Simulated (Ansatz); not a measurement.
Input for Ansatz (development build ahead of 0.2.0):

```yaml
crystal:
  periodic: [false, false, false]
  atoms:
    - { symbol: C, position_ang: [-0.00777, 0.00603, -0.60246] }
    - { symbol: C, position_ang: [-0.00292, -0.0075, 0.6102] }
    - { symbol: H, position_ang: [0.00269, -0.00883, -1.68309] }
    - { symbol: H, position_ang: [0.00626, 0.00704, 1.6826] }
basis:
  gaussian: { orbitals: def2-SVP }
magnetization:
  spin_polarized: true
  initial_magnetization: 2
hamiltonian:
  xc: hf
output:
  forces: true
```

The input is written out in the form of the current development build from the run's settings.

Output:

```yaml
Converged: yes
Total_energy: -76.58614 hartree
Spin_squared_of_the_determinant: 2.018
Stability_test: minimum
```

Forces (eV/Å):
```
atom      Fx      Fy       Fz
  C1  -0.105   0.482  -12.006
  C2   0.156  -0.441   11.673
  H3   0.004  -0.136    0.769
  H4  -0.055   0.096   -0.436
```

Caution: another spin multiplicity may lie lower.
